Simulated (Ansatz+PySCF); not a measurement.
Results of a calculation; reference values are marked as such.
Input for PySCF 2.14.0:

```python
from pyscf import gto, scf, cc

mol = gto.M(atom="""
Al 0.000000 0.000000 0.000000
Na 0.000000 0.000000 3.600000
""", basis='sto-3g', charge=-1, spin=1)
mf = scf.UHF(mol)
mf.kernel()
mycc = cc.CCSD(mf, frozen=10).run()
et = mycc.ccsd_t()
print(mf.e_tot, mycc.e_corr, et, mycc.e_tot + et)
```

The script is written out from the run's settings.

Output:

```json
{
  "Converged": "yes",
  "Reference energy": "-398.07525 hartree",
  "CCSD correlation energy": "-0.08256 hartree",
  "Triples correction": "-0.00021 hartree",
  "Total energy": "-398.15802 hartree",
  "Spin squared of the determinant": "0.756"
}
```

This is not the lowest solution: another run reaches a determinant 1.72 eV lower. Caution: bonds are stretched, where a single reference can fail; no diffuse functions for an anion.
